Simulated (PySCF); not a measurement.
Task: Give a PBE0-D3(BJ)/def2-SVP geometry of `[H]/N=C(\C#N)C=C`.

Result: 
```
atom  x, y, z in Å
C1    -1.6426    0.3422    0.1726
C2    -0.7365   -0.5333   -0.2740
C3     0.7147   -0.3435   -0.1758
N4     1.5209   -1.2250   -0.6274
C5     1.1861    0.8843    0.4529
N6     1.5985    1.8480    0.9458
H7    -1.3497    1.2811    0.6531
H8    -2.7120    0.1456    0.0705
H9    -1.0226   -1.4726   -0.7549
H10    2.4949   -0.9472   -0.4799
```

Orientation and origin are arbitrary. Atoms count from 1 in this order. The C–C distances run from 1.337 Å (C1=C2, drawn double) to 1.467 Å (C2–C3, drawn single), a spread of 0.130 Å. The 6 heavy atoms lie in one plane (0.000 Å rms). Of the pairs four or more bonds apart, C5···H7 is among the closest relative to their van der Waals radii: 2.57 Å, 89 % of the sum of Bondi's values. The 2 C–N bonds span 1.158 Å (C5≡N6, drawn triple) to 1.277 Å (C3=N4, drawn double), a spread of 0.119 Å.

Bonds between heavy atoms (Å): C1=C2 1.337, C2–C3 1.467, C3=N4 1.277, C3–C5 1.458, C5≡N6 1.158.

Computed with PBE0-D3(BJ)/def2-SVP geometry optimisation, gas phase (PySCF 2.14.0).

Point group: Cs (tolerance 0.08 Å). No frequency check. One conformer, not necessarily the lowest (C1–C2–C3–N4 180°).
